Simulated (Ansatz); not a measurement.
Cost and result for the atomization energy of `CC1C=CC=C1` (14 atoms, 14 bonds).

Z-matrix (Å, degrees):
```
C
C 1 1.527
H 1 1.092 2 110.9
H 1 1.092 2 110.4 3 -120.0
H 1 1.092 2 110.9 3 120.0
C 2 1.497 1 114.3 3 178.9
C 2 1.497 1 114.3 3 61.1
H 2 1.102 1 108.3 3 -60.0
C 6 1.341 2 109.6 1 -124.8
H 6 1.082 2 123.6 1 55.1
C 7 1.341 2 109.6 1 124.8
H 7 1.082 2 123.5 1 -55.1
H 9 1.083 6 126.2 2 -179.7
H 11 1.083 7 126.2 2 179.7
```

Charge 0, multiplicity 1. The geometry is a stationary point of PBE0-D4/def2-TZVP. Program: Ansatz. All runs use 4 threads of an AMD EPYC on a shared host. Times are those of one run each, without the atoms' runs, and a repeat can differ threefold. Electronic energies, without spin–orbit coupling; frozen cores. CCSD(T)/CBS adds CCSD(T) − MP2 in def2-TZVPP to the MP2 limit, and its time is that of the two runs behind it. T1 = 0.011; the RHF reference is unstable towards UHF. B3LYP takes the VWN-RPA correlation (the form of Gaussian; ORCA's B3LYP/G). HSE06 is the plane-wave form, built on full-range PBE exchange.

CCSD(T)/CBS is a level of theory with its own doubt, some kJ/mol a heavy atom from the limit and from the frozen cores, so smaller differences don't rank the functionals.

| level | functions | wall time |
| --- | --- | --- |
| BLYP-D4/def2-TZVPP | 298 | 6.5 s |
| BHLYP-D4/def2-TZVPP | 298 | 10 s |
| HSE06-D4/def2-TZVPP | 298 | 11 s |
| r2SCANh-D4/def2-TZVPP | 298 | 16 s |
| B3LYP-D4/def2-TZVPP (with forces) | 298 | 17 s |
| ωB97X-V/def2-TZVPP | 298 | 19 s |
| PBE-QIDH/def2-TZVPP | 298 | 22 s |
| B2PLYP/def2-TZVPP | 298 | 23 s |
| CCSD(T)/def2-SVP | 124 | 24 s |
| ωB97M-V/def2-TZVPP (with forces) | 298 | 26 s |
| MP2/def2-QZVPP | 582 | 72 s |
| CCSD(T)/def2-TZVPP | 298 | 19 min |
| CCSD(T)/CBS(def2) | – | 21 min |

Task: What atomization energy does each give, and how far from CCSD(T)/CBS? (Best estimate.)

Result: Ansatz gave: 
```csv
level,atomization (kJ/mol),difference from CCSD(T)/CBS,per bond
BLYP-D4/def2-TZVPP,6161.8,-0.4,0.0
BHLYP-D4/def2-TZVPP,6010.6,-151.6,-10.8
HSE06-D4/def2-TZVPP,6260.3,98.1,7.0
r2SCANh-D4/def2-TZVPP,6170.3,8.1,0.6
B3LYP-D4/def2-TZVPP (with forces),6176.9,14.7,1.1
ωB97X-V/def2-TZVPP,6172.6,10.4,0.7
PBE-QIDH/def2-TZVPP,6195.8,33.6,2.4
B2PLYP/def2-TZVPP,6122.3,-39.9,-2.9
CCSD(T)/def2-SVP,5955.6,-206.6,-14.8
ωB97M-V/def2-TZVPP (with forces),6188.5,26.3,1.9
MP2/def2-QZVPP,6225.1,62.9,4.5
CCSD(T)/def2-TZVPP,6027.9,-134.3,-9.6
CCSD(T)/CBS(def2),6162.2,0.0,0.0
```

From PBE to PBE0 (25 % exact exchange), in def2-TZVPP and without D4, the atomization energy moves by −92.2 kJ/mol: exact exchange takes away binding that semilocal exchange gives to molecules. Leaving LDA and LC-ωPBE aside and taking each functional with its dispersion term where it has one, the values, not all of them listed here, spread over 342.4 kJ/mol, from BHLYP-D4 to PBE-D4. LDA lies +748.9 kJ/mol from PBE without D4, its usual overbinding. The D4 term adds +49.2 kJ/mol with B3LYP and +25.8 kJ/mol with PBE0; it sums over pairs of atoms, weighted by their polarisabilities, and B3LYP, whose exchange is more repulsive, gets the larger term.
